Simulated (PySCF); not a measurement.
Fill in the blanks.

Species: C₅H₃Cl.
SMILES: `C#CC(Cl)C#C`

| property | level | value |
| --- | --- | --- |
| point group of the GFN2-xTB geometry | GFN2-xTB | ? |
| rotational constants A, B, C of the GFN2-xTB geometry | GFN2-xTB | ? |
| dipole moment | PBE0/def2-SVPD | 1.75 D |
| HOMO energy | PBE0/def2-SVPD | -8.24 eV |
| LUMO energy | PBE0/def2-SVPD | -1.30 eV |
| lowest singlet excitation | TDDFT PBE0/def2-SVPD | ? |
| strongest line among the 6 lowest singlet transitions | TDDFT PBE0/def2-SVPD | S4 at 6.03 eV (206 nm, f = 0.041) |
| lowest triplet excitation (Tamm–Dancoff) | TDA PBE0/def2-SVPD | 4.70 eV |
| static isotropic polarisability | PBE0/def2-SVPD | ? |
| electronic spatial extent ⟨r²⟩ about the centre of nuclear charge | PBE0/def2-SVPD | 722 bohr² |
| 13C chemical shifts (computed TMS as zero) by class | GIAO PBE0/pcSseg-1 | 84.8 (2 C), 82.7 (2 C), 41.7 (1 C) ppm |
| 1H chemical shifts (computed TMS as zero) by class | GIAO PBE0/pcSseg-1 | ? |
| isotropic shieldings of nuclei other than C and H, by class | GIAO PBE0/pcSseg-1 | 630 (1 Cl) ppm |

The electronic properties come from PySCF, for the isolated species, density fitting.

(1) Give the lowest singlet excitation.

(2) What is the static isotropic polarisability?

(3) What are the rotational constants A, B, C of the GFN2-xTB geometry?

(4) Give the 1H chemical shifts (computed TMS as zero) by class.

(5) The point group of the GFN2-xTB geometry?

Results:

(1) 5.54 eV (224 nm, f = 0.018).

(2) 69.9 au.

(3) 3.088, 2.861, 1.578 GHz.

(4) 5.15 (1 H), 2.31 (2 H) ppm.

(5) Cs.

The polarisability is 10.35 Å³ as a volume (1 au = 0.148185 Å³), or 1.40 au for each of the 50 electrons. In atomic units the dipole is 0.69 e·bohr (1 au = 2.5417 D). A dipole of 1.75 D is allowed in Cs, and pure rotational transitions are dipole-allowed. The 6 singlets span 5.54 to 6.58 eV, and their oscillator strengths add up to 0.14.

For the NMR shielding job (PBE0/pcSseg-1), hardware: an Arm Neoverse V1 with one thread (shared host). Cost: 8.1 s, 0.61 GiB resident at most.
